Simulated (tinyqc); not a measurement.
Worked calculation: UKS/BLYP in the sto-6g basis, for H2O, spin multiplicity 3. One step of it, computed by the program tinyqc.

Question. Iteration 1: diagonalisation and new density. Diagonalise F' = X^T F X, C = X C', fill 6 alpha and 4 beta electrons from the bottom; D(s) = C_occ C_occ^T; the new density keeps 0.3 of the old one (damping). Each column has its largest component positive (the first on a tie).

F(alpha) (hartree), order 1O 1s, 1O 2s, 1O 2px, 1O 2py, 1O 2pz, 2H 1s, 3H 1s:
```
[[-19.024353, -4.639278, 0.000000, 0.000000, -0.006087, -1.226990, -1.226990],
 [-4.639278, -2.010177, 0.000000, 0.000000, -0.090799, -0.848568, -0.848568],
 [0.000000, 0.000000, -0.260891, 0.000000, 0.000000, 0.000000, 0.000000],
 [0.000000, 0.000000, 0.000000, -0.377106, 0.000000, -0.266323, 0.266323],
 [-0.006087, -0.090799, 0.000000, 0.000000, -0.325258, -0.224754, -0.224754],
 [-1.226990, -0.848568, 0.000000, -0.266323, -0.224754, -0.458303, -0.340649],
 [-1.226990, -0.848568, 0.000000, 0.266323, -0.224754, -0.340649, -0.458303]]
```

F(beta) (hartree), order 1O 1s, 1O 2s, 1O 2px, 1O 2py, 1O 2pz, 2H 1s, 3H 1s:
```
[[-18.669699, -4.598907, 0.000000, 0.000000, -0.006133, -1.214932, -1.214932],
 [-4.598907, -1.930653, 0.000000, 0.000000, -0.089807, -0.815264, -0.815264],
 [0.000000, 0.000000, -0.182125, 0.000000, 0.000000, 0.000000, 0.000000],
 [0.000000, 0.000000, 0.000000, -0.296955, 0.000000, -0.246104, 0.246104],
 [-0.006133, -0.089807, 0.000000, 0.000000, -0.245631, -0.209250, -0.209250],
 [-1.214932, -0.815264, 0.000000, -0.246104, -0.209250, -0.408183, -0.327035],
 [-1.214932, -0.815264, 0.000000, 0.246104, -0.209250, -0.327035, -0.408183]]
```

X, order 1O 1s, 1O 2s, 1O 2px, 1O 2py, 1O 2pz, 2H 1s, 3H 1s:
```
[[1.022995, -0.140960, 0.000000, 0.000000, -0.010056, 0.020776, 0.020776],
 [-0.140960, 1.287166, 0.000000, 0.000000, 0.125930, -0.327332, -0.327332],
 [0.000000, 0.000000, 1.000000, 0.000000, 0.000000, 0.000000, 0.000000],
 [0.000000, 0.000000, 0.000000, 1.132442, 0.000000, -0.255190, 0.255190],
 [-0.010056, 0.125930, 0.000000, 0.000000, 1.059552, -0.155248, -0.155248],
 [0.020776, -0.327332, 0.000000, -0.255190, -0.155248, 1.244859, -0.098249],
 [0.020776, -0.327332, 0.000000, 0.255190, -0.155248, -0.098249, 1.244859]]
```

D(alpha) at the start, order 1O 1s, 1O 2s, 1O 2px, 1O 2py, 1O 2pz, 2H 1s, 3H 1s:
```
[[1.282917, -0.286302, 0.000000, 0.000000, 0.009499, -0.008325, -0.008325],
 [-0.286302, 1.250090, 0.000000, 0.000000, -0.056497, 0.018650, 0.018650],
 [0.000000, 0.000000, 0.784805, 0.000000, 0.000000, 0.000000, 0.000000],
 [0.000000, 0.000000, 0.000000, 0.685713, 0.000000, 0.071759, -0.071759],
 [0.009499, -0.056497, 0.000000, 0.000000, 0.739796, 0.031991, 0.031991],
 [-0.008325, 0.018650, 0.000000, 0.071759, 0.031991, 0.601811, 0.046092],
 [-0.008325, 0.018650, 0.000000, -0.071759, 0.031991, 0.046092, 0.601811]]
```

D(beta) at the start, order 1O 1s, 1O 2s, 1O 2px, 1O 2py, 1O 2pz, 2H 1s, 3H 1s:
```
[[0.855278, -0.190868, 0.000000, 0.000000, 0.006333, -0.005550, -0.005550],
 [-0.190868, 0.833394, 0.000000, 0.000000, -0.037664, 0.012434, 0.012434],
 [0.000000, 0.000000, 0.523204, 0.000000, 0.000000, 0.000000, 0.000000],
 [0.000000, 0.000000, 0.000000, 0.457142, 0.000000, 0.047839, -0.047839],
 [0.006333, -0.037664, 0.000000, 0.000000, 0.493197, 0.021327, 0.021327],
 [-0.005550, 0.012434, 0.000000, 0.047839, 0.021327, 0.401208, 0.030728],
 [-0.005550, 0.012434, 0.000000, -0.047839, 0.021327, 0.030728, 0.401208]]
```

overlap S, order 1O 1s, 1O 2s, 1O 2px, 1O 2py, 1O 2pz, 2H 1s, 3H 1s:
```
[[1.000000, 0.231145, 0.000000, 0.000000, 0.000000, 0.061188, 0.061188],
 [0.231145, 1.000000, 0.000000, 0.000000, 0.000000, 0.505481, 0.505481],
 [0.000000, 0.000000, 1.000000, 0.000000, 0.000000, 0.000000, 0.000000],
 [0.000000, 0.000000, 0.000000, 1.000000, 0.000000, 0.326616, -0.326616],
 [0.000000, 0.000000, 0.000000, 0.000000, 1.000000, 0.243291, 0.243291],
 [0.061188, 0.505481, 0.000000, 0.326616, 0.243291, 1.000000, 0.269630],
 [0.061188, 0.505481, 0.000000, -0.326616, 0.243291, 0.269630, 1.000000]]
```

Give: F' = X^T F X; orbital energies; coefficients C; F' = X^T F X; orbital energies; coefficients C; D(alpha) after iteration 1; D(beta) after iteration 1.

Answer.

F' = X^T F X (alpha) (hartree):
```
[[-18.706, -2.377, 0.000, 0.000, -0.019, -0.238, -0.238],
 [-2.377, -0.990, 0.000, 0.000, 0.053, -0.382, -0.382],
 [0.000, 0.000, -0.261, 0.000, 0.000, 0.000, 0.000],
 [0.000, 0.000, 0.000, -0.191, 0.000, -0.290, 0.290],
 [-0.019, 0.053, 0.000, 0.000, -0.243, -0.182, -0.182],
 [-0.238, -0.382, 0.000, -0.290, -0.182, 0.008, -0.096],
 [-0.238, -0.382, 0.000, 0.290, -0.182, -0.096, 0.008]]
```

orbital energies (alpha) (hartree): [-19.028, -0.962, -0.480, -0.349, -0.261, 0.312, 0.393]

coefficients C (alpha), order 1O 1s, 1O 2s, 1O 2px, 1O 2py, 1O 2pz, 2H 1s, 3H 1s:
```
[[0.996, -0.231, 0.000, 0.076, 0.000, -0.127, 0.000],
 [0.019, 0.883, 0.000, -0.424, 0.000, 0.974, 0.000],
 [0.000, 0.000, 0.000, 0.000, 1.000, 0.000, 0.000],
 [0.000, 0.000, 0.719, 0.000, 0.000, 0.000, 0.947],
 [0.003, 0.120, 0.000, 0.850, 0.000, 0.670, 0.000],
 [-0.005, 0.116, 0.338, 0.207, 0.000, -0.856, -0.924],
 [-0.005, 0.116, -0.338, 0.207, 0.000, -0.856, 0.924]]
```

F' = X^T F X (beta) (hartree):
```
[[-18.345, -2.393, 0.000, 0.000, -0.022, -0.231, -0.231],
 [-2.393, -0.907, 0.000, 0.000, 0.056, -0.381, -0.381],
 [0.000, 0.000, -0.182, 0.000, 0.000, 0.000, 0.000],
 [0.000, 0.000, 0.000, -0.107, 0.000, -0.293, 0.293],
 [-0.022, 0.056, 0.000, 0.000, -0.162, -0.183, -0.183],
 [-0.231, -0.381, 0.000, -0.293, -0.183, 0.054, -0.098],
 [-0.231, -0.381, 0.000, 0.293, -0.183, -0.098, 0.054]]
```

orbital energies (beta) (hartree): [-18.675, -0.882, -0.411, -0.273, -0.182, 0.372, 0.457]

coefficients C (beta), order 1O 1s, 1O 2s, 1O 2px, 1O 2py, 1O 2pz, 2H 1s, 3H 1s:
```
[[0.995, -0.230, 0.000, 0.081, 0.000, -0.131, 0.000],
 [0.023, 0.862, 0.000, -0.446, 0.000, 0.982, 0.000],
 [0.000, 0.000, 0.000, 0.000, 1.000, 0.000, 0.000],
 [0.000, 0.000, 0.699, 0.000, 0.000, 0.000, 0.961],
 [0.003, 0.117, 0.000, 0.839, 0.000, 0.684, 0.000],
 [-0.006, 0.132, 0.357, 0.218, 0.000, -0.851, -0.916],
 [-0.006, 0.132, -0.357, 0.218, 0.000, -0.851, 0.916]]
```

D(alpha) after iteration 1, order 1O 1s, 1O 2s, 1O 2px, 1O 2py, 1O 2pz, 2H 1s, 3H 1s:
```
[[1.132, -0.324, 0.000, 0.000, -0.029, 0.062, 0.062],
 [-0.324, 1.710, 0.000, 0.000, 0.262, -0.568, -0.568],
 [0.000, 0.000, 0.935, 0.000, 0.000, 0.000, 0.000],
 [0.000, 0.000, 0.000, 0.567, 0.000, 0.191, -0.191],
 [-0.029, 0.262, 0.000, 0.000, 1.053, -0.259, -0.259],
 [0.062, -0.568, 0.000, 0.191, -0.259, 0.813, 0.486],
 [0.062, -0.568, 0.000, -0.191, -0.259, 0.486, 0.813]]
```

D(beta) after iteration 1, order 1O 1s, 1O 2s, 1O 2px, 1O 2py, 1O 2pz, 2H 1s, 3H 1s:
```
[[0.992, -0.206, 0.000, 0.000, 0.033, -0.015, -0.015],
 [-0.206, 0.910, 0.000, 0.000, -0.203, 0.015, 0.015],
 [0.000, 0.000, 0.157, 0.000, 0.000, 0.000, 0.000],
 [0.000, 0.000, 0.000, 0.479, 0.000, 0.189, -0.189],
 [0.033, -0.203, 0.000, 0.000, 0.651, 0.145, 0.145],
 [-0.015, 0.015, 0.000, 0.189, 0.145, 0.255, -0.034],
 [-0.015, 0.015, 0.000, -0.189, 0.145, -0.034, 0.255]]
```
